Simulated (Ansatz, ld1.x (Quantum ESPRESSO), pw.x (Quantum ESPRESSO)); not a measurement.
# Pt: does the TM potential hold in the solid?

| Quantity | Value |
| --- | --- |
| Element | platinum |
| Generator | ld1.x (Quantum ESPRESSO) 7.5 |
| Type | norm-conserving Troullier–Martins (Kleinman–Bylander form) |
| Functional | PBEsol |
| Relativity | scalar-relativistic |
| Frozen core | [Xe] 4f14 |
| Valence charge | 10 |
| Reference configuration | 5d9 6s1 6p0 |
| Partial waves | 6s (bound): rc 2.35 bohr; 5d (bound): rc 1.85 bohr; 6p (bound, empty): rc 3.25 bohr |
| Local potential | the p channel |
| Core correction | none |

Atomic tests: cutoffs needed: 40 Ry and 50 Ry (the cutoffs (Ry, on a coarse ladder) from which the occupation-weighted sum of valence levels, in a spherical-Bessel basis at the reference potential, stays within 10 and 1 mRy of its value at 400 Ry); ghost test: no extra level below or beside the all-electron valence levels (s, d, p, f tested) (spherical-Bessel basis up to 400 Ry, 20 bohr box); configuration tests: 1 of 7 tests not solved or not reliable.

Crystal test: fcc Pt in pw.x 7.5, no spin, 14³ k-points, Fermi–Dirac smearing 0.01 Ry, cutoffs 60/240 Ry. The reference is all-electron LAPW (Ansatz 0.2.0) with the same functional, mesh and smearing; V0 and B0 come from Birch–Murnaghan fits to the pressures at five volumes. Errors are pseudo minus all-electron; Δ is the rms difference of the E(V) curves that follow from these fits, minima aligned, over ±6 % about the mean V0. Mesh and smearing are coarse, so the numbers serve the comparison and aren't converged zero-temperature values; the lattice is a test structure that the element need not adopt.

| V (Å³/atom) | P all-electron (GPa) | P pseudo (GPa) |
| --- | --- | --- |
| 14.299 | 17.04 | 59.09 |
| 14.676 | 7.97 | 45.40 |
| 15.052 | 0.22 | 33.63 |
| 15.428 | -6.39 | 23.50 |
| 15.805 | -12.01 | 14.79 |

All-electron: a0 = 3.920 Å (V0 = 15.06 Å³/atom), B0 = 284.6 GPa.

Pseudopotential: mean pressure error (GPa): +33.92. The pressure does not cross zero within the volumes sampled, so no fit is given. The largest radius (3.25 bohr) exceeds half the bond length (2.62 bohr), so the spheres overlap, which is one possible source of error among others. This is a poor potential for the solid. Atomic configuration tests: 1 of 7 tests not solved or not reliable.

Task: At the middle volume, how do free energy and pressure move when the wave cutoff is lowered (ecutrho kept at four times it)?

Result:

| cutoff (Ry) | shift of F (meV/atom) | shift of P (GPa) |
| --- | --- | --- |
| 27 | +4523.0 | -200.27 |
| 36 | +449.6 | -32.84 |
| 48 | +4.5 | -0.53 |

The run at the middle volume (104 k-points, 6 iterations) took about 7.1 s on one core of a shared host (Neoverse-V1, 32 threads, 247 GiB, load 25).
